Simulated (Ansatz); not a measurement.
Input file for Ansatz (a first-principles code): R-CCSD(T)/aug-cc-pVDZ on CH4O (SMILES CO) with ghost functions.

Ansatz 0.2 input:
```yaml
crystal:
  periodic: [false, false, false]
  atoms:
    - {symbol: O, position_ang: [1.83412330, -0.39125870, -0.49298803]}
    - {symbol: H, position_ang: [2.11614930, -0.02130970, -1.33285203]}
    - {symbol: C, position_ang: [2.22003730, 0.52032630, 0.52644897]}
    - {symbol: H, position_ang: [1.89685430, 0.09069330, 1.46951497]}
    - {symbol: H, position_ang: [3.30109230, 0.65940930, 0.56548897]}
    - {symbol: H, position_ang: [1.74156230, 1.49392430, 0.41127197]}
basis:
  gaussian:
    orbitals: aug-cc-pVDZ
    ghost_atoms:
      - {symbol: N, position_ang: [-1.96897670, -0.44723870, -0.59207403]}
      - {symbol: H, position_ang: [-0.97857770, -0.65945370, -0.62014703]}
      - {symbol: H, position_ang: [-2.44396470, -1.33678570, -0.51523903]}
      - {symbol: C, position_ang: [-2.25130770, 0.35451330, 0.59615997]}
      - {symbol: H, position_ang: [-3.31715270, 0.56882130, 0.64594797]}
      - {symbol: H, position_ang: [-1.95631570, -0.09914770, 1.54813197]}
      - {symbol: H, position_ang: [-1.73853170, 1.31093430, 0.51173197]}
magnetization: {spin_polarized: false}
correlation: {method: ccsd_t, electrons: outside_noble_gas}
scf: {lower_state_search: off}
```

The head of its log:

```
WARN ansatz: RAYON_NUM_THREADS=1 ignored (pool sized by the plan → 1); use --threads N
Functional definition: HF
these checks for a lower state are left out or cut short: stability, starts, cluster_reference, orbital_swaps, neighbouring_geometries, increment
integrals: 0.55 GiB planned
1465 factors; integrals over basis functions are off by at most 1.1e-3 eV
mean field: 0.41 GiB planned
mean field evaluation 1: about -3129.0761 eV, gradient 3.0e1 eV
mean field evaluation 2: about -3129.0762 eV, gradient 3.0e1 eV
mean field evaluation 4: about -3130.9650 eV, gradient 2.7e0 eV
mean field evaluation 8: about -3130.9864 eV, gradient 1.0e-4 eV
mean field -3130.98639148 eV, -115.0616276281 hartree, gradient 1.0e-6 eV, S^2 0.000000; 0 other end points of the search recorded, 0 dependent functions left out
2 core orbitals not correlated
reference -3130.98639148 eV, -115.0616276281 hartree; 7, 7 occupied and 164, 164 virtual orbitals, 1465 factors
```

Q: What total energy does the run end on?

A: -115.4557 hartree (reference determinant -115.0616, T1 diagnostic 0.011).
